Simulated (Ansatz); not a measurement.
Species: NH₃, charge 1, doublet. NH3+ (parent SMILES N, doublet).
B3LYP-D3(BJ)/def2-TZVP minimum from Ansatz (a first-principles code):
```
N
H 1 1.0255
H 1 1.0255 2 120.00
H 1 1.0255 2 120.00 3 -180.00
```
Charge +1, spin multiplicity 2.

Total energies in cc-pVQZ, 7 correlated electrons, 1 frozen orbitals. UHF or UKS for unpaired electrons; spin-orbit terms are left out. Cores are frozen in correlated methods. No relativity.

| method | program | energy (Eh) | minus CCSDT(Q) (mEh) |
|---|---|---|---|
| HF | Ansatz | -55.90687 | 213.97 |
| MP2 | Ansatz | -56.09815 | 22.69 |
| CCSD | Ansatz | -56.11510 | 5.74 |
| CCSD(T) | Ansatz | -56.12037 | 0.47 |
| CCSDT(Q) | Ansatz | -56.12084 | 0.00 |

Rough core times of Ansatz's runs on a shared machine: CCSD(T) under 20 s, CCSDT(Q) 20 min.
